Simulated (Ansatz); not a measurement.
Elastic constant C33 (GPa) of solids drawn from the class of tetrahedrally bonded semiconductors and semimetals, at two levels: PBE (plane waves, PAW; Ansatz, a program for electronic structure), and r²SCAN in Ansatz (PAW).

| solid | PBE | r²SCAN |
|---|---|---|
| wurtzite AlN | 353 | 385 |
| wurtzite BN (high-pressure phase) | 1009 | ? |
| wurtzite CdS | 85.9 | 92.6 |
| wurtzite ZnO | 201 | 221 |
| wurtzite GaN | 357 | 401 |
| 2H-SiC | 532 | 575 |

Q: Estimate the withheld r²SCAN value from the other rows.

A: One way: carry over the typical ratio. The ratios r²SCAN / PBE of the other rows, in order: 1.078, 1.081, 1.091, 1.100, 1.123; median 1.091. Wurtzite BN (high-pressure phase): 1009 × 1.091 = 1101 GPa; the run gives 1064 GPa. The ratios spread from 1.078 to 1.123, so such an estimate is rough. Wurtzite BN (high-pressure phase) lies outside that spread.

Over all 6 rows r²SCAN is the larger in 6.

Ansatz's runs of these crystals have no spin polarisation.

Each level is taken at its own relaxed cell. Ansatz's density-functional and Hartree–Fock values are scalar-relativistic unless marked +SOC, with PAW data made under PBE.
